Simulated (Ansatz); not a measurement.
Born–Oppenheimer molecular dynamics of AlH6N (8 atoms, charge 0, multiplicity 1). It starts at the highest image of a converged band. Of that band: The profile has 2 maxima (images 2, 4) with wells between them (image 3): this band takes more than one step, which may be the mechanism or a detour left from its start path. Neighbouring images differ by up to 1.3 eV, so the band resolves the path poorly. A vibrational analysis at the climbing image gives one clearly imaginary mode, 1185i cm⁻¹: a first-order saddle point.

Computed with RKS PBE0/def2-SVP (Ansatz).

* ensemble: NVE (velocity Verlet)
* time step: 0.5 fs
* steps asked: 200
* starting velocities drawn for: 300 K
* seed: 4040

First frame:

```xyz
8
Properties=species:S:1:pos:R:3
Al -0.035 0.222 0.144
N -0.011 0.054 2.045
H -0.805 -0.306 2.570
H 0.845 -0.117 2.567
H 1.394 0.130 -0.543
H -1.409 -0.190 -0.537
H -0.231 1.949 0.705
H -0.164 1.381 1.517
```

Problem. What does the run give?

Solution. All steps were run.

- steps done: 200
- time covered: 100 fs
- mean temperature over the second half: 952 K
- spread of the potential energy over the second half: 25.8 meV per atom
- mean potential energy of the second half above the start: -63.2 meV per atom

The conserved energy stayed within 0.62 meV per atom of its start (net change -0.15 meV per atom), so the integration is sound. The kinetic energy rose, since the run started high on the potential surface and went downhill. A run of 0.1 ps of so small a system gives no equilibrium averages. The orbitals stay closed-shell, which can raise the energy where a bond breaks towards radicals; this wasn't checked here.

Problem. What happens to the structure?

Solution. Between its relaxed ends the band would form Al1–H7, N2–H8 and break H7–H8. These pairs go: Al1–H7 1.83 → 1.73 Å, N2–H8 1.44 → 0.97 Å, H7–H8 0.99 → 2.80 Å. In the last frame they stand as after the step (other bonds may differ from the relaxed reactants and products). Also parted: Al1–H8 1.80 → 2.08 Å. It ends as one piece, AlH6N. Pairs count as bonded within 1.25 times the sum of covalent radii (0.12 Å more for H–H). Another seed would give other details.

Problem. How do temperature and energy run in time?

Solution. 
| time (fs) | T (K) | potential energy less start (eV) | conserved less start (meV/atom) |
| --- | --- | --- | --- |
| 0 | 300 | 0.000 | 0.00 |
| 5 | 233 | 0.053 | 0.10 |
| 10 | 691 | -0.304 | -0.03 |
| 15 | 1321 | -0.797 | -0.58 |
| 20 | 1438 | -0.883 | -0.05 |
| 25 | 1649 | -1.051 | -0.54 |
| 30 | 1379 | -0.838 | -0.17 |
| 35 | 1304 | -0.782 | -0.41 |
| 40 | 916 | -0.481 | -0.46 |
| 45 | 882 | -0.453 | -0.23 |
| 50 | 785 | -0.380 | -0.55 |
| 55 | 485 | -0.144 | -0.04 |
| 60 | 888 | -0.459 | -0.40 |
| 65 | 1016 | -0.556 | -0.05 |
| 70 | 1235 | -0.726 | -0.12 |
| 75 | 1218 | -0.712 | 0.03 |
| 80 | 1246 | -0.734 | -0.01 |
| 85 | 977 | -0.525 | 0.04 |
| 90 | 1093 | -0.616 | -0.08 |
| 95 | 771 | -0.365 | 0.00 |
| 100 | 700 | -0.312 | -0.15 |

Run time: 2.4 min on 1 thread of Intel(R) Xeon(R) 6975P-C (Granite Rapids), with other jobs on the host, peak memory 0.13 GiB.
